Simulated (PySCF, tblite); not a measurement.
C4H11P2 (charge +1).
Geometry (PBE0-D3(BJ)/def2-SVP, Å), atoms numbered from 1 in this order:
```
atom  x, y, z in Å
C1     2.8071   -0.6757    0.6675
P2     1.9857    0.7355   -0.1733
C3     0.2456    0.5396    0.2535
C4    -0.3909   -0.6253    0.5071
P5    -2.1437   -0.7321    0.6929
C6    -2.9951    0.8427    0.5499
H7     3.8899   -0.4816    0.6652
H8     2.4719   -0.8223    1.7042
H9     2.6457   -1.5945    0.0845
H10    2.2408    1.8075    0.7280
H11   -0.3313    1.4706    0.1691
H12    0.1450   -1.5766    0.6019
H13   -2.7055   -1.6288   -0.2451
H14   -2.4810   -1.3153    1.9350
H15   -2.8111    1.2741   -0.4446
H16   -4.0748    0.6764    0.6777
H17   -2.6394    1.5294    1.3314
```

Jobs on this species (17 atoms, 64 electrons) with PySCF (density fitting) and tblite. Hardware of each: one thread of an Arm Neoverse V2 (shared host). Times come from a shared host and carry two figures at best.

```json
{"level and settings": "PBE0/def2-SVPD", "work": "10 singlets by full TDDFT, 4 Tamm–Dancoff triplets, polarisability, dynamic polarisability, ΔSCF ions, density and orbital grids written", "basis functions": "216", "SCF cycles": "?", "wall time": "?"}
{"level and settings": "BHandHLYP/aug-pcX-1 (pcseg-1 on H, def2-SVPD on P)", "work": "K-edge TDA, 20 lines", "basis functions": "235", "SCF cycles": "?", "wall time": "?"}
{"level and settings": "GFN2-xTB", "work": "L-BFGS relaxation", "basis functions": "–", "SCF cycles": "–", "wall time": "0.81 s"}
{"level and settings": "PBE0/pcSseg-1, IEF-PCM cyclohexane", "work": "shieldings", "basis functions": "171", "SCF cycles": "?", "wall time": "?"}
{"level and settings": "PBE0-D3(BJ)/def2-SVP, grid level 1", "work": "geometry optimisation from a GFN2-xTB start shaken at random", "basis functions": "147", "SCF cycles": "41", "wall time": "50 s"}
{"level and settings": "PBE0/pcSseg-1", "work": "shieldings, charges and field gradients, density and orbital grids written", "basis functions": "171", "SCF cycles": "13", "wall time": "24 s"}
{"level and settings": "B97-2/pcSseg-1", "work": "shieldings", "basis functions": "171", "SCF cycles": "14", "wall time": "19 s"}
{"level and settings": "PBE0/pcSseg-1, IEF-PCM chloroform", "work": "shieldings, charges and field gradients", "basis functions": "171", "SCF cycles": "13", "wall time": "22 s"}
{"level and settings": "PBE0/def2-SVPD, IEF-PCM chloroform", "work": "6 singlets by full TDDFT, polarisability", "basis functions": "216", "SCF cycles": "14", "wall time": "30 s"}
```

Q: Fill in the missing figures.

A: 
- PBE0/def2-SVPD; 10 singlets by full TDDFT, 4 Tamm–Dancoff triplets, polarisability, dynamic polarisability, ΔSCF ions, density and orbital grids written: 1.9 min, 14 SCF cycles
- BHandHLYP/aug-pcX-1 (pcseg-1 on H, def2-SVPD on P); K-edge TDA, 20 lines: 16 s, 12 SCF cycles
- PBE0/pcSseg-1, IEF-PCM cyclohexane; shieldings: 20 s, 13 SCF cycles

Q: What do all jobs in the table cost together?

A: About 4.9 min; the longest takes about 39 % of that, and about 140 times as long as the shortest.
